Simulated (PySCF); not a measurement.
Core-level binding energies of `C[NH3+]`

Compound: CH6N (charge +1).
Geometry (PBE0-D3(BJ)/def2-SVP, Å), atoms numbered from 1 in this order:
```xyz
8
CH6N angstrom
C     -0.7301    0.1013   -0.0364
N      0.7452   -0.1142    0.0026
H     -1.1656   -0.5703   -0.7858
H     -0.9265    1.1459   -0.3046
H     -1.1454   -0.1190    0.9540
H      0.9862   -1.0828    0.2535
H      1.2060    0.4960    0.6915
H      1.1866    0.0762   -0.9076
```

Method used: PySCF, delta-SCF UKS SCAN, pcX-2 on the ionised atom, pcseg-1 elsewhere, spin-free X2C. These are vertical core ionisation energies against the vacuum level, from separate self-consistent calculations with and without the core hole.

**Question.** List the computed XPS lines with their assignment.

**Answer.** 
| atom(s) | environment | level | binding energy (eV) | count |
| --- | --- | --- | --- | --- |
| C1 | N-methyl carbon | C 1s | 298.65 | 1 |
| N2 | ammonium nitrogen | N 1s | 415.73 | 1 |

**Question.** What is the longest wavelength that can ionise C 1s of C1 vertically?

**Answer.** λ = hc/E = 12398.42 eV Å / 298.65 eV = 41.515 Å.

**Question.** Give the binding energy of C 1s of C1 in hartree and in kJ/mol.

**Answer.** 298.65 eV = 10.9752 Eh = 28815 kJ/mol.

The species carries charge +1, so core ionisation leaves charge +2. Geometry: PBE0-D3(BJ)/def2-SVP; no solvent, vibrations or thermal averaging.
